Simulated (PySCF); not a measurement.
Metal–ligand bonds in Cd(Cl)1–Y. Gas-phase values, no solvent. One relaxed conformer stands for each flexible species; it need not be the lowest. Multiplicities are imposed; where one is given, others were not computed. Strings in code marks are SMILES.

The dipole moment from two functionals at the same geometries (r2SCAN-D4/def2-SVP), both in PySCF: PBE-D3(BJ)/def2-TZVP and B3LYP-D3(BJ)/def2-TZVP. B3LYP has the VWN-RPA correlation part, as in Gaussian. 

```tsv
species	PBE-D3(BJ)/def2-TZVP (D)	B3LYP-D3(BJ)/def2-TZVP (D)
ligand removed as a radical ([Cd(Cl)])	3.16	3.42
Y = Cl ([Cd(Cl)2])	0.00	0.00
Y = Br ([Cd(Cl)(Br)])	0.39	0.38
Y = CH3	3.13	3.18
free radical NH2 (`[NH2]`)	1.92	1.96
free radical N(CH3)2	1.71	1.73
```

Over these rows, drawn at random from the members with no instability flagged (it was tested for open shells, ions and some series alone), PBE minus B3LYP-D3(BJ): mean -0.06 D, from -0.26 D to +0.01 D.
